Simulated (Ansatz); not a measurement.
Input file for Ansatz (a program for electronic structure): R-revPBE/def2-TZVPPD on C2H6O (a complex). Files ending in .json are basis or fitting sets from the Basis Set Exchange.

Ansatz 0.2 input:
```yaml
crystal:
  periodic: [false, false, false]
  atoms:
    - {symbol: C, position_ang: [0.01058825, -0.66806246, 1.29820809]}
    - {symbol: C, position_ang: [0.01058825, 0.66806246, 1.29820809]}
    - {symbol: H, position_ang: [0.86863216, 1.23267933, 0.95426815]}
    - {symbol: H, position_ang: [-0.84608285, 1.23258495, 1.64525385]}
    - {symbol: H, position_ang: [-0.84608285, -1.23258495, 1.64525385]}
    - {symbol: H, position_ang: [0.86863216, -1.23267933, 0.95426815]}
    - {symbol: H, position_ang: [-0.79685627, 0.00000000, -2.50911038]}
    - {symbol: O, position_ang: [0.04347445, 0.00000000, -2.04834054]}
    - {symbol: H, position_ang: [-0.19067546, 0.00000000, -1.11576944]}
basis:
  gaussian:
    orbitals: def2-TZVPPD.json
hamiltonian:
  xc: {name: revPBE}
scf: {lower_state_search: off}
```

The log:

```
WARN ansatz: RAYON_NUM_THREADS=1 ignored (pool sized by the plan → 1); use --threads N
Functional definition: revPBE
these checks for a lower state are left out or cut short: stability, starts, cluster_reference, orbital_swaps, neighbouring_geometries, increment
integrals: 0.08 GiB planned
886 factors; their error is unknown
mean field: 0.81 GiB planned
mean field evaluation 1: about -4206.4548 eV, gradient 7.9e1 eV
mean field evaluation 2: about -4169.3288 eV, gradient 1.5e2 eV
mean field evaluation 4: about -4218.6133 eV, gradient 1.1e1 eV
mean field evaluation 8: about -4218.8712 eV, gradient 5.8e-1 eV
mean field evaluation 16: about -4218.8716 eV, gradient 1.7e-5 eV
mean field -4218.87164818 eV, -155.0406734166 hartree, gradient 1.8e-6 eV, S^2 0.000000; 0 other end points of the search recorded, 0 dependent functions left out
reference -4218.87171209 eV, -155.0406757655 hartree; 13, 13 occupied and 203, 203 virtual orbitals, 886 factors
Total energy: -4218.87171209 eV, -155.0406757655 hartree
Checks for a lower state left out: stability, starts, cluster_reference, orbital_swaps, neighbouring_geometries, increment
```

The run converged.

Cost: very roughly 1.7 core-seconds.
